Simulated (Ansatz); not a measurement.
SiH2 (SMILES [SiH2]): the vertical ionisation energy, rung by rung

The species is SiH2 (3 atoms), meant as a singlet with charge 0. SMILES: `[SiH2]`. The shape is that of a PBE0-D4/def2-TZVP optimisation.

```xyz
3

Si   -0.4912    0.4686   -0.2136
H     0.8403    0.5786    0.5225
H    -0.3491   -1.0472   -0.3089
```

Each level gives the vertical ionisation energy (to the doublet cation) (eV). The values are calculated.

```tsv
level	kind	program	value (eV)	less FCI/cc-pVDZ	CPU time (all runs)
HF/cc-pVDZ	Hartree–Fock	Ansatz	8.43	-0.89	0.4 s
SVWN5/cc-pVDZ	LDA	Ansatz	9.47	+0.15	1.3 s
r2SCAN/cc-pVDZ	meta-GGA	Ansatz	9.30	-0.02	5.2 s
PBE0/cc-pVDZ	global hybrid	Ansatz	9.35	+0.03	2.2 s
CAM-B3LYP/cc-pVDZ	range-separated hybrid	Ansatz	9.44	+0.12	3.1 s
HSE06/cc-pVDZ	range-separated hybrid	Ansatz	9.35	+0.03	2.9 s
B2PLYP/cc-pVDZ	double hybrid	Ansatz	9.31	-0.01	2.9 s
CCSDT/cc-pVDZ	coupled cluster or CI	Ansatz	9.32	0.00	2.4 s
FCI/3-21G	exact in the basis	Ansatz	8.78	-0.54	0.97 s
FCI/cc-pVDZ	exact in the basis	Ansatz	9.32	0.00	6.4 s
```

FCI/cc-pVDZ is exact within its basis and frozen core, so for wave-function methods in that basis the difference is their error; functionals converge differently with the basis, so for them it is only a difference. The values span 8.43 to 9.47 eV. High-level rows in very small sets aren't better than simpler rows in larger ones. Times are those of the runs behind each value, whatever else they computed, on shared processors of several kinds: orders of magnitude only.
